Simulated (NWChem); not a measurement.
silicon monoxide (OSi) in NWChem

```xyz
2

Si     0.0000     0.0000     0.5619
O      0.0000     0.0000    -0.9833
```
Charge 0, spin multiplicity 1.

All runs are NWChem calculations. The geometry was optimised at PBE/def2-SVP, a minimum by its harmonic frequencies.

No SCF solution was tested for a lower state. Open-shell Hartree-Fock references start from PBE0 orbitals.

Worked example. At HF/def2-TZVP the molecule has a total energy of -363.83737 Ha and the free atoms (multiplicities Si 3, O 3) O -74.81563, Si -288.85079 Ha. The electronic atomisation energy is the atoms' sum less the molecule's energy.

1·(-288.85079) + 1·(-74.81563) = -363.66642 Ha for the atoms; less the molecule's energy this leaves 0.17095 Ha, or 107.3 kcal/mol (449 kJ/mol), without zero-point, thermal or spin-orbit terms.
